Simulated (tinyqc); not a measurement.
Inside a calculation (part 1 of 3). Method: UHF in the sto-3g basis, for H3O+, spin multiplicity 1. Computed by tinyqc, a small Python program that keeps every step (integrals from PySCF). Settings: charge = 1, multiplicity = 1, basis = sto-3g, energy threshold = 1e-09, iteration cap = 82, orthogonalisation = symmetric, start = Wolfsberg-Helmholz matrix, DIIS depth = 8, method = UHF, break = 0.2. Command: `OMP_NUM_THREADS=1 python tinyqc.py 20605 20606 out.jsonl` (the two numbers bound the seeds that draw the settings). One thread of a shared host (Intel(R) Xeon(R) Processor @ 2.60GHz), about 0.2 s of CPU time with the checks. Later iterations appear only in the table of the cycle.

## One-electron integrals

Geometry (angstrom):

| atom | x | y | z |
|---|---|---|---|
| O | 0.000000 | 0.000000 | 0.417000 |
| H | 1.122000 | 0.000000 | 0.000000 |
| H | -0.561000 | 0.972000 | 0.000000 |
| H | -0.561000 | -0.972000 | 0.000000 |

Basis sto-3g: exponents (1/bohr^2) and contraction coefficients of normalised primitives:

| element | l (shell) | exponent | coefficient |
|---|---|---|---|
| O | s (1) | 130.709320 | 0.154329 |
| O | s (1) | 23.808861 | 0.535328 |
| O | s (1) | 6.443608 | 0.444635 |
| O | s (2) | 5.033151 | -0.099967 |
| O | s (2) | 1.169596 | 0.399513 |
| O | s (2) | 0.380389 | 0.700115 |
| O | p (3) | 5.033151 | 0.155916 |
| O | p (3) | 1.169596 | 0.607684 |
| O | p (3) | 0.380389 | 0.391957 |
| H | s (1) | 3.425251 | 0.154329 |
| H | s (1) | 0.623914 | 0.535328 |
| H | s (1) | 0.168855 | 0.444635 |

Overlap, kinetic and nuclear-attraction integrals over the contracted functions; the nuclear repulsion is the sum of Za Zb / Rab.

nuclear repulsion = 11.42543601 hartree

overlap S, lower triangle:
```
           1O 1s     1O 2s     1O 2px     1O 2py     1O 2pz     2H 1s     3H 1s     4H 1s
1O 1s   1.000000
1O 2s   0.236704  1.000000
1O 2px  0.000000  0.000000   1.000000
1O 2py  0.000000  0.000000   0.000000   1.000000
1O 2pz  0.000000  0.000000   0.000000   0.000000   1.000000
2H 1s   0.030536  0.332254   0.284447   0.000000  -0.105717  1.000000
3H 1s   0.030517  0.332118  -0.142146   0.246286  -0.105660  0.130703  1.000000
4H 1s   0.030517  0.332118  -0.142146  -0.246286  -0.105660  0.130703  0.130602  1.000000
```

kinetic energy T (hartree), lower triangle:
```
            1O 1s     1O 2s     1O 2px     1O 2py     1O 2pz      2H 1s      3H 1s     4H 1s
1O 1s   29.003200
1O 2s   -0.168011  0.808128
1O 2px   0.000000  0.000000   2.528731
1O 2py   0.000000  0.000000   0.000000   2.528731
1O 2pz   0.000000  0.000000   0.000000   0.000000   2.528731
2H 1s   -0.008843  0.041834   0.126256   0.000000  -0.046924   0.760032
3H 1s   -0.008842  0.041767  -0.063056   0.109252  -0.046871  -0.009327   0.760032
4H 1s   -0.008842  0.041767  -0.063056  -0.109252  -0.046871  -0.009327  -0.009335  0.760032
```

nuclear attraction V (hartree), lower triangle:
```
             1O 1s       1O 2s      1O 2px      1O 2py      1O 2pz      2H 1s      3H 1s      4H 1s
1O 1s   -61.944539
1O 2s    -7.496969  -10.374542
1O 2px   -0.000006   -0.000072  -10.324202
1O 2py    0.000000    0.000000    0.000000  -10.324201
1O 2pz    0.010371    0.128542    0.000024    0.000000  -10.255160
2H 1s    -0.988402   -2.594719   -1.948132    0.000000    0.753249  -5.257716
3H 1s    -0.987798   -2.593456    0.973421   -1.686603    0.752772  -0.772827  -5.256945
4H 1s    -0.987798   -2.593456    0.973421    1.686603    0.752772  -0.772827  -0.772222  -5.256945
```

core Hamiltonian H = T + V (hartree), lower triangle:
```
             1O 1s      1O 2s     1O 2px     1O 2py     1O 2pz      2H 1s      3H 1s      4H 1s
1O 1s   -32.941339
1O 2s    -7.664980  -9.566414
1O 2px   -0.000006  -0.000072  -7.795471
1O 2py    0.000000   0.000000   0.000000  -7.795470
1O 2pz    0.010371   0.128542   0.000024   0.000000  -7.726428
2H 1s    -0.997245  -2.552885  -1.821876   0.000000   0.706326  -4.497684
3H 1s    -0.996640  -2.551689   0.910365  -1.577350   0.705901  -0.782154  -4.496914
4H 1s    -0.996640  -2.551689   0.910365   1.577350   0.705901  -0.782154  -0.781557  -4.496914
```

## Two-electron integrals

Functions are numbered as in S; the eight-fold symmetry (ij|kl) = (ji|kl) = (kl|ij) leaves the list below.

Two-electron integrals (ij|kl) in chemists' order, unique and non-zero (hartree):
```
(11|11) 4.785065    (21|11) 0.741380    (21|21) 0.136873    (22|11) 1.118947
(22|21) 0.256633    (22|22) 0.817206    (31|31) 0.024477    (32|31) 0.037809
(32|32) 0.180518    (33|11) 1.115814    (33|21) 0.256684    (33|22) 0.817023
(33|33) 0.880159    (41|41) 0.024477    (42|41) 0.037809    (42|42) 0.180518
(43|43) 0.047444    (44|11) 1.115814    (44|21) 0.256684    (44|22) 0.817023
(44|33) 0.785270    (44|44) 0.880159    (51|51) 0.024477    (52|51) 0.037809
(52|52) 0.180518    (53|53) 0.047444    (54|54) 0.047444    (55|11) 1.115814
(55|21) 0.256684    (55|22) 0.817023    (55|33) 0.785270    (55|44) 0.785270
(55|55) 0.880159    (61|11) 0.096688    (61|21) 0.017719    (61|22) 0.033078
(61|31) 0.000748    (61|32) 0.001416    (61|33) 0.033187    (61|44) 0.033014
(61|51) -0.000278   (61|52) -0.000526   (61|53) -0.000064   (61|55) 0.033038
(61|61) 0.002322    (62|11) 0.261983    (62|21) 0.060958    (62|22) 0.218275
(62|31) 0.004281    (62|32) 0.034288    (62|33) 0.224448    (62|44) 0.214384
(62|51) -0.001591   (62|52) -0.012743   (62|53) -0.003740   (62|55) 0.215774
(62|61) 0.008062    (62|62) 0.075443    (63|11) 0.187596    (63|21) 0.044176
(63|22) 0.168911    (63|31) 0.008735    (63|32) 0.061159    (63|33) 0.182601
(63|44) 0.161463    (63|51) -0.001001   (63|52) -0.009208   (63|53) -0.005288
(63|55) 0.162474    (63|61) 0.006069    (63|62) 0.071014    (63|63) 0.076253
(64|41) 0.006043    (64|42) 0.036382    (64|43) 0.006910    (64|54) -0.002568
(64|64) 0.010148    (65|11) -0.069721   (65|21) -0.016418   (65|22) -0.062777
(65|31) -0.001001   (65|32) -0.009208   (65|33) -0.062729   (65|44) -0.060009
(65|51) 0.006415    (65|52) 0.039805    (65|53) 0.007920    (65|55) -0.065521
(65|61) -0.002256   (65|62) -0.026393   (65|63) -0.024568   (65|65) 0.019279
(66|11) 0.435618    (66|21) 0.102968    (66|22) 0.424912    (66|31) 0.008458
(66|32) 0.095801    (66|33) 0.450677    (66|44) 0.408891    (66|51) -0.003143
(66|52) -0.035605   (66|53) -0.015530   (66|55) 0.414663    (66|61) 0.013696
(66|62) 0.194461    (66|63) 0.209021    (66|65) -0.077684   (66|66) 0.774606
(71|11) 0.096629    (71|21) 0.017709    (71|22) 0.033058    (71|31) -0.000374
(71|32) -0.000707   (71|33) 0.033037    (71|41) 0.000648    (71|42) 0.001225
(71|43) -0.000075   (71|44) 0.033124    (71|51) -0.000278   (71|52) -0.000526
(71|53) 0.000032    (71|54) -0.000056   (71|55) 0.033018    (71|61) 0.002284
(71|62) 0.007791    (71|63) 0.005535    (71|64) 0.000196    (71|65) -0.002183
(71|66) 0.013143    (71|71) 0.002320    (72|11) 0.261856    (72|21) 0.060929
(72|22) 0.218173    (72|31) -0.002139   (72|32) -0.017133   (72|33) 0.216798
(72|41) 0.003706    (72|42) 0.029685    (72|43) -0.004355   (72|44) 0.221830
(72|51) -0.001590   (72|52) -0.012735   (72|53) 0.001868    (72|54) -0.003237
(72|55) 0.215673    (72|61) 0.007792    (72|62) 0.058578    (72|63) 0.042365
(72|64) 0.006410    (72|65) -0.019870   (72|66) 0.119883    (72|71) 0.008053
(72|72) 0.075377    (73|11) -0.093738   (73|21) -0.022074   (73|22) -0.084404
(73|31) 0.006712    (73|32) 0.042553    (73|33) -0.088501   (73|41) -0.001165
(73|42) -0.010723   (73|43) 0.007565    (73|44) -0.083425   (73|51) 0.000500
(73|52) 0.004600    (73|53) -0.003245   (73|54) 0.001177    (73|55) -0.081187
(73|61) -0.002598   (73|62) -0.015629   (73|63) -0.004176   (73|64) -0.001303
(73|65) 0.005195    (73|66) -0.025577   (73|71) -0.003031   (73|72) -0.035471
(73|73) 0.026645    (74|11) 0.162413    (74|21) 0.038246    (74|22) 0.146239
(74|31) -0.001165   (74|32) -0.010723   (74|33) 0.141375    (74|41) 0.008058
(74|42) 0.054943    (74|43) -0.006196   (74|44) 0.156508    (74|51) -0.000866
(74|52) -0.007971   (74|53) 0.001177    (74|54) -0.004605   (74|55) 0.140666
(74|61) 0.004892    (74|62) 0.039901    (74|63) 0.028727    (74|64) 0.011653
(74|65) -0.013320   (74|66) 0.083322    (74|71) 0.005251    (74|72) 0.061457
(74|73) -0.028600   (74|74) 0.059692    (75|11) -0.069677   (75|21) -0.016408
(75|22) -0.062738   (75|31) 0.000500    (75|32) 0.004600    (75|33) -0.060651
(75|41) -0.000866   (75|42) -0.007971   (75|43) 0.001177    (75|44) -0.062011
(75|51) 0.006411    (75|52) 0.039783    (75|53) -0.003957   (75|54) 0.006856
(75|55) -0.065480   (75|61) -0.002183   (75|62) -0.019868   (75|63) -0.014130
(75|64) -0.002159   (75|65) 0.014186    (75|66) -0.044114   (75|71) -0.002253
(75|72) -0.026366   (75|73) 0.012270    (75|74) -0.021259   (75|75) 0.019259
(76|11) 0.073167    (76|21) 0.017187    (76|22) 0.067023    (76|31) 0.000468
(76|32) 0.004519    (76|33) 0.067041    (76|41) 0.000811    (76|42) 0.007827
(76|43) 0.000269    (76|44) 0.067352    (76|51) -0.000696   (76|52) -0.006716
(76|53) -0.000751   (76|54) -0.001300   (76|55) 0.066602    (76|61) 0.002246
(76|62) 0.022898    (76|63) 0.020228    (76|64) 0.002349    (76|65) -0.009030
(76|66) 0.062139    (76|71) 0.002245    (76|72) 0.022889    (76|73) -0.008075
(76|74) 0.018689    (76|75) -0.009025   (76|76) 0.008891    (77|11) 0.435530
(77|21) 0.102947    (77|22) 0.424836    (77|31) -0.004227   (77|32) -0.047877
(77|33) 0.419259    (77|41) 0.007323    (77|42) 0.082953    (77|43) -0.018086
(77|44) 0.440157    (77|51) -0.003142   (77|52) -0.035588   (77|53) 0.007759
(77|54) -0.013444   (77|55) 0.414588    (77|61) 0.013149    (77|62) 0.119918
(77|63) 0.084966    (77|64) 0.019504    (77|65) -0.044130   (77|66) 0.271144
(77|71) 0.013685    (77|72) 0.194360    (77|73) -0.104441   (77|74) 0.180957
(77|75) -0.077633   (77|76) 0.062139    (77|77) 0.774606    (81|11) 0.096629
(81|21) 0.017709    (81|22) 0.033058    (81|31) -0.000374   (81|32) -0.000707
(81|33) 0.033037    (81|41) -0.000648   (81|42) -0.001225   (81|43) 0.000075
(81|44) 0.033124    (81|51) -0.000278   (81|52) -0.000526   (81|53) 0.000032
(81|54) 0.000056    (81|55) 0.033018    (81|61) 0.002284    (81|62) 0.007791
(81|63) 0.005535    (81|64) -0.000196   (81|65) -0.002183   (81|66) 0.013143
(81|71) 0.002283    (81|72) 0.007788    (81|73) -0.002935   (81|74) 0.004694
(81|75) -0.002181   (81|76) 0.002188    (81|77) 0.013141    (81|81) 0.002320
(82|11) 0.261856    (82|21) 0.060929    (82|22) 0.218173    (82|31) -0.002139
(82|32) -0.017133   (82|33) 0.216798    (82|41) -0.003706   (82|42) -0.029685
(82|43) 0.004355    (82|44) 0.221830    (82|51) -0.001590   (82|52) -0.012735
(82|53) 0.001868    (82|54) 0.003237    (82|55) 0.215673    (82|61) 0.007792
(82|62) 0.058578    (82|63) 0.042365    (82|64) -0.006410   (82|65) -0.019870
(82|66) 0.119883    (82|71) 0.007788    (82|72) 0.058548    (82|73) -0.026715
(82|74) 0.033474    (82|75) -0.019858   (82|76) 0.018195    (82|77) 0.119855
(82|81) 0.008053    (82|82) 0.075377    (83|11) -0.093738   (83|21) -0.022074
(83|22) -0.084404   (83|31) 0.006712    (83|32) 0.042553    (83|33) -0.088501
(83|41) 0.001165    (83|42) 0.010723    (83|43) -0.007565   (83|44) -0.083425
(83|51) 0.000500    (83|52) 0.004600    (83|53) -0.003245   (83|54) -0.001177
(83|55) -0.081187   (83|61) -0.002598   (83|62) -0.015629   (83|63) -0.004176
(83|64) 0.001303    (83|65) 0.005195    (83|66) -0.025577   (83|71) -0.002935
(83|72) -0.026715   (83|73) 0.019553    (83|74) -0.015006   (83|75) 0.008928
(83|76) -0.006293   (83|77) -0.059330   (83|81) -0.003031   (83|82) -0.035471
(83|83) 0.026645    (84|11) -0.162413   (84|21) -0.038246   (84|22) -0.146239
(84|31) 0.001165    (84|32) 0.010723    (84|33) -0.141375   (84|41) 0.008058
(84|42) 0.054943    (84|43) -0.006196   (84|44) -0.156508   (84|51) 0.000866
(84|52) 0.007971    (84|53) -0.001177   (84|54) -0.004605   (84|55) -0.140666
(84|61) -0.004892   (84|62) -0.039901   (84|63) -0.028727   (84|64) 0.011653
(84|65) 0.013320    (84|66) -0.083322   (84|71) -0.004694   (84|72) -0.033474
(84|73) 0.015006    (84|74) -0.012095   (84|75) 0.011154    (84|76) -0.010904
(84|77) -0.063812   (84|81) -0.005251   (84|82) -0.061457   (84|83) 0.028600
(84|84) 0.059692    (85|11) -0.069677   (85|21) -0.016408   (85|22) -0.062738
(85|31) 0.000500    (85|32) 0.004600    (85|33) -0.060651   (85|41) 0.000866
(85|42) 0.007971    (85|43) -0.001177   (85|44) -0.062011   (85|51) 0.006411
(85|52) 0.039783    (85|53) -0.003957   (85|54) -0.006856   (85|55) -0.065480
(85|61) -0.002183   (85|62) -0.019868   (85|63) -0.014130   (85|64) 0.002159
(85|65) 0.014186    (85|66) -0.044114   (85|71) -0.002181   (85|72) -0.019858
(85|73) 0.008928    (85|74) -0.011154   (85|75) 0.014178    (85|76) -0.006925
(85|77) -0.044101   (85|81) -0.002253   (85|82) -0.026366   (85|83) 0.012270
(85|84) 0.021259    (85|85) 0.019259    (86|11) 0.073167    (86|21) 0.017187
(86|22) 0.067023    (86|31) 0.000468    (86|32) 0.004519    (86|33) 0.067041
(86|41) -0.000811   (86|42) -0.007827   (86|43) -0.000269   (86|44) 0.067352
(86|51) -0.000696   (86|52) -0.006716   (86|53) -0.000751   (86|54) 0.001300
(86|55) 0.066602    (86|61) 0.002246    (86|62) 0.022898    (86|63) 0.020228
(86|64) -0.002349   (86|65) -0.009030   (86|66) 0.062139    (86|71) 0.002188
(86|72) 0.018195    (86|73) -0.006293   (86|74) 0.010904    (86|75) -0.006925
(86|76) 0.007086    (86|77) 0.039280    (86|81) 0.002245    (86|82) 0.022889
(86|83) -0.008075   (86|84) -0.018689   (86|85) -0.009025   (86|86) 0.008891
(87|11) 0.073111    (87|21) 0.017173    (87|22) 0.066972    (87|31) -0.000936
(87|32) -0.009028   (87|33) 0.067454    (87|44) 0.066835    (87|51) -0.000696
(87|52) -0.006711   (87|53) 0.001500    (87|55) 0.066551    (87|61) 0.002187
(87|62) 0.018190    (87|63) 0.012586    (87|65) -0.006923   (87|66) 0.039258
(87|71) 0.002243    (87|72) 0.022870    (87|73) -0.012132   (87|74) 0.016327
(87|75) -0.009018   (87|76) 0.007081    (87|77) 0.062083    (87|81) 0.002243
(87|82) 0.022870    (87|83) -0.012132   (87|84) -0.016327   (87|85) -0.009018
(87|86) 0.007081    (87|87) 0.008877    (88|11) 0.435530    (88|21) 0.102947
(88|22) 0.424836    (88|31) -0.004227   (88|32) -0.047877   (88|33) 0.419259
(88|41) -0.007323   (88|42) -0.082953   (88|43) 0.018086    (88|44) 0.440157
(88|51) -0.003142   (88|52) -0.035588   (88|53) 0.007759    (88|54) 0.013444
(88|55) 0.414588    (88|61) 0.013149    (88|62) 0.119918    (88|63) 0.084966
(88|64) -0.019504   (88|65) -0.044130   (88|66) 0.271144    (88|71) 0.013141
(88|72) 0.119855    (88|73) -0.059330   (88|74) 0.063812    (88|75) -0.044101
(88|76) 0.039280    (88|77) 0.271079    (88|81) 0.013685    (88|82) 0.194360
(88|83) -0.104441   (88|84) -0.180957   (88|85) -0.077633   (88|86) 0.062139
(88|87) 0.062083    (88|88) 0.774606
```

## Orthogonalisation

S = U s U^T; symmetric (Loewdin) form X = U s^(-1/2) U^T, so that X^T S X = 1.

eigenvalues of S: 0.471782  0.580239  0.580330  0.931873  1.065880  1.289025  1.289069  1.791803

X, lower triangle:
```
            1O 1s      1O 2s     1O 2px     1O 2py    1O 2pz      2H 1s      3H 1s     4H 1s
1O 1s    1.023858
1O 2s   -0.137941   1.159736
1O 2px  -0.000004   0.000043   1.056947
1O 2py   0.000000   0.000000   0.000000   1.056934
1O 2pz   0.004716  -0.042796  -0.000015   0.000000  1.013291
2H 1s    0.016088  -0.176273  -0.173372   0.000000  0.054967   1.094634
3H 1s    0.016082  -0.176173   0.086640  -0.150092  0.054927  -0.042012   1.094551
4H 1s    0.016082  -0.176173   0.086640   0.150092  0.054927  -0.042012  -0.041975  1.094551
```

## Starting guess

The start is the generalised Wolfsberg-Helmholz matrix (K = 1.75) built on H, with HOMO and LUMO mixed by +/-0.2 rad for the two spins; D(s) = C_occ C_occ^T for each spin.

D(alpha) at the start, lower triangle:
```
            1O 1s      1O 2s     1O 2px     1O 2py     1O 2pz     2H 1s      3H 1s     4H 1s
1O 1s    1.030937
1O 2s   -0.132754   0.614484
1O 2px   0.000026  -0.000097   0.800956
1O 2py   0.008018  -0.028780  -0.000003   0.815259
1O 2pz  -0.028013   0.100736   0.000032  -0.113655   0.936043
2H 1s   -0.054326   0.145533   0.174915  -0.000619  -0.028664  0.076217
3H 1s   -0.064971   0.183776  -0.087455   0.131861   0.122627  0.019717   0.103053
4H 1s   -0.043629   0.107168  -0.087463  -0.133100  -0.179903  0.018069  -0.006369  0.099754
```

D(beta) at the start, lower triangle:
```
            1O 1s      1O 2s     1O 2px     1O 2py     1O 2pz     2H 1s      3H 1s     4H 1s
1O 1s    1.030937
1O 2s   -0.132754   0.614484
1O 2px   0.000026  -0.000097   0.800956
1O 2py  -0.008018   0.028780   0.000003   0.815259
1O 2pz  -0.028013   0.100736   0.000032   0.113655   0.936043
2H 1s   -0.054326   0.145533   0.174915   0.000619  -0.028664  0.076217
3H 1s   -0.043629   0.107168  -0.087463   0.133100  -0.179903  0.018069   0.099754
4H 1s   -0.064971   0.183776  -0.087455  -0.131861   0.122627  0.019717  -0.006369  0.103053
```

## Iteration 1: building the Fock matrix

J_ij = sum D_kl (ij|kl) with D = D(alpha) + D(beta), K_ij = sum D_kl (ik|jl) for each spin; F = H + J - K(s); E = tr D H + tr D J / 2 - 0.5 sum_s tr D(s) K(s) + E_nn.

Coulomb J (hartree), lower triangle:
```
            1O 1s      1O 2s     1O 2px     1O 2py     1O 2pz     2H 1s     3H 1s     4H 1s
1O 1s   17.582804
1O 2s    3.328584   8.304410
1O 2px  -0.000159  -0.002294   8.298060
1O 2py   0.000000   0.000000   0.000000   8.300641
1O 2pz   0.003884  -0.005888   0.000448   0.000000   8.291427
2H 1s    0.431239   2.182859   1.676004   0.000000  -0.626239  4.268559
3H 1s    0.430989   2.184183  -0.839816   1.454218  -0.626948  0.667949  4.285829
4H 1s    0.430989   2.184183  -0.839816  -1.454218  -0.626948  0.667949  0.668155  4.285829
```

exchange K(alpha) (hartree), lower triangle:
```
            1O 1s      1O 2s     1O 2px     1O 2py     1O 2pz     2H 1s     3H 1s     4H 1s
1O 1s    4.868380
1O 2s    0.852990   1.267114
1O 2px   0.000045   0.000105   1.064510
1O 2py  -0.000118  -0.017377  -0.000925   1.068355
1O 2pz  -0.002949   0.025291   0.000084  -0.051171   1.084627
2H 1s    0.113650   0.401956   0.295534  -0.000835  -0.099064  0.334974
3H 1s    0.112868   0.407498  -0.148547   0.254576  -0.063927  0.111923  0.340532
4H 1s    0.114152   0.396743  -0.148044  -0.255372  -0.134979  0.114562  0.110629  0.351333
```

exchange K(beta) (hartree), lower triangle:
```
            1O 1s     1O 2s     1O 2px     1O 2py     1O 2pz     2H 1s     3H 1s     4H 1s
1O 1s    4.868380
1O 2s    0.852990  1.267114
1O 2px   0.000045  0.000105   1.064510
1O 2py   0.000118  0.017377   0.000925   1.068355
1O 2pz  -0.002949  0.025291   0.000084   0.051171   1.084627
2H 1s    0.113650  0.401956   0.295534   0.000835  -0.099064  0.334974
3H 1s    0.114152  0.396743  -0.148044   0.255372  -0.134979  0.114562  0.351333
4H 1s    0.112868  0.407498  -0.148547  -0.254576  -0.063927  0.111923  0.110629  0.340532
```

F(alpha) (hartree), lower triangle:
```
             1O 1s      1O 2s     1O 2px     1O 2py     1O 2pz      2H 1s      3H 1s      4H 1s
1O 1s   -20.226914
1O 2s    -5.189385  -2.529118
1O 2px   -0.000210  -0.002471  -0.561921
1O 2py    0.000118   0.017377   0.000925  -0.563184
1O 2pz    0.017203   0.097362   0.000388   0.051171  -0.519628
2H 1s    -0.679657  -0.771982  -0.441406   0.000835   0.179150  -0.564099
3H 1s    -0.678518  -0.775004   0.219097  -0.377709   0.142880  -0.226128  -0.551617
4H 1s    -0.679802  -0.764249   0.218594   0.378505   0.213933  -0.228768  -0.224031  -0.562417
```

F(beta) (hartree), lower triangle:
```
             1O 1s      1O 2s     1O 2px     1O 2py     1O 2pz      2H 1s      3H 1s      4H 1s
1O 1s   -20.226914
1O 2s    -5.189385  -2.529118
1O 2px   -0.000210  -0.002471  -0.561921
1O 2py   -0.000118  -0.017377  -0.000925  -0.563184
1O 2pz    0.017203   0.097362   0.000388  -0.051171  -0.519628
2H 1s    -0.679657  -0.771982  -0.441406  -0.000835   0.179150  -0.564099
3H 1s    -0.679802  -0.764249   0.218594  -0.378505   0.213933  -0.228768  -0.562417
4H 1s    -0.678518  -0.775004   0.219097   0.377709   0.142880  -0.226128  -0.224031  -0.551617
```

total energy of this density = -74.82883368 hartree
